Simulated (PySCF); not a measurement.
# [BN2H6]− (SMILES N[BH2-]N) at BSE@mPW1K/6-311G(d) (sfX2C, Cartesian functions, spin of roots singlet)

Aim: quasiparticle levels of [BN2H6]−. The job is set up through a Python script.

Program for the calculation: PySCF 2.14.0.

2 further runs of the same task are left out: 2 set aside as unsound or not needed.

### 1 The structure to begin with

The species is [BN2H6]− (9 atoms), meant as a singlet with charge -1. SMILES: `N[BH2-]N`. The shape is that of a GFN2-xTB optimisation. This is one conformer, not always the lowest.

Bond lengths: N1–B2 1.553 Å, B2–N3 1.553 Å, N1–H4 1.018 Å, N1–H5 1.018 Å, B2–H6 1.224 Å, B2–H7 1.290 Å, N3–H8 1.019 Å, N3–H9 1.018 Å. Some angles: N1–B2–N3 109.2°, N1–B2–H6 109.5°, N1–B2–H7 110.3°, N3–B2–H6 109.5°, N3–B2–H7 110.3°, B2–N1–H4 109.0°, B2–N1–H5 108.3°, B2–N3–H8 109.0°, B2–N3–H9 108.3°, H6–B2–H7 108.0°.

### 2 Quasiparticle energies at BSE@mPW1K/6-311G(d) (sfX2C, Cartesian functions, spin of roots singlet)

The input, input.xyz:

```xyz
9
BH6N2
N     -0.990090     0.622370    -0.709670
B      0.340220     0.326560     0.035840
N      0.071130    -0.691540     1.177600
H     -1.332370    -0.238940    -1.131860
H     -0.788570     1.243840    -1.489940
H      0.782890     1.364650     0.509650
H      1.216890    -0.143780    -0.784620
H     -0.259060    -1.565690     0.772080
H      0.958970    -0.917460     1.620910
```

The input, run.py:

```python
# N[BH2-]N
from pyscf import gto, dft, gw
from pyscf.gw.bse import BSE

mol = gto.Mole()
mol.atom = 'input.xyz'
mol.max_memory = 1860
mol.basis = '6-311g*'
mol.verbose = 4
mol.charge = -1
mol.cart = True
mol.build()

myscf = dft.RKS(mol)
myscf.xc = 'mpw1k'
myscf = myscf.sfx2c1e()
myscf.kernel()

etot = myscf.e_tot
print('E(%s) = %.9f' % ('MPW1K', etot))

nocc = mol.nelec[0]
orbs = list(range(max(0, nocc - 4), min(mol.nao, nocc + 4)))
mygw = gw.GW(myscf, freq_int='ac')
mygw.kernel()
print('orbital   mean field (eV)   quasiparticle (eV)')
for p in orbs:
    print('%4d %12.4f %12.4f' % (p + 1, myscf.mo_energy[p] * 27.211386, mygw.mo_energy[p] * 27.211386))
bse = BSE(mygw)
bse.nroot = 4
bse.kernel('s')
bse.analyze()
roots = bse.exci * 27.211386
```

Launch:

```bash
OMP_NUM_THREADS=1 python run.py
```

The log of the run:

```text
PySCF version 2.14.0

[... 80 lines left out ...]
converged SCF energy = -138.044822374639
[... 12 lines left out ...]
outcore for self-energy= False
[... 22 lines left out ...]
WARN: GW QP energies may not be sorted from min to max
[... 56 lines left out ...]
BSE converged in 6 iterations, final subspace size = 54
[... 9 lines left out ...]
transition dipole: x =         0.065356  , y =        -0.037145  , z =        -0.061480
[... 6 lines left out ...]
transition dipole: x =        -0.005347  , y =         0.005691  , z =        -0.009023
[... 7 lines left out ...]
transition dipole: x =         0.094165  , y =         0.229943  , z =         0.106845
[... 8 lines left out ...]
transition dipole: x =         0.080772  , y =        -0.098883  , z =         0.142469
[... 5 lines left out ...]
   13 ->    17,      0.38139577, X
```

Run time: 17 s. Hardware: 1 thread of Arm Neoverse V2, shared host; peak memory 0.4 GiB.

The roots found:

```csv
excited state,energy (eV)
1,4.783
2,5.175
3,6.270
4,6.530
```

### 3 Outcome

At BSE@mPW1K/6-311G* (sfX2C, Cartesian functions, spin of roots singlet):

```
                                             quantity          value
                    ground-state or mean-field energy  -138.04482 Eh
               HOMO energy (mPW1K Kohn–Sham orbitals)       -0.75 eV
               LUMO energy (mPW1K Kohn–Sham orbitals)        6.87 eV
HOMO–LUMO gap (to an unbound level, set by the basis)        7.62 eV
                                   quasiparticle HOMO       -1.90 eV
                                   quasiparticle LUMO        8.40 eV
                     lowest singlet excitation energy        4.78 eV
```

In words: For an anion, states without diffuse functions may be basis-held continuum. Mulliken charges of the mean-field density run from -0.87 on N1 to +0.25 on H9; they depend strongly on the basis.
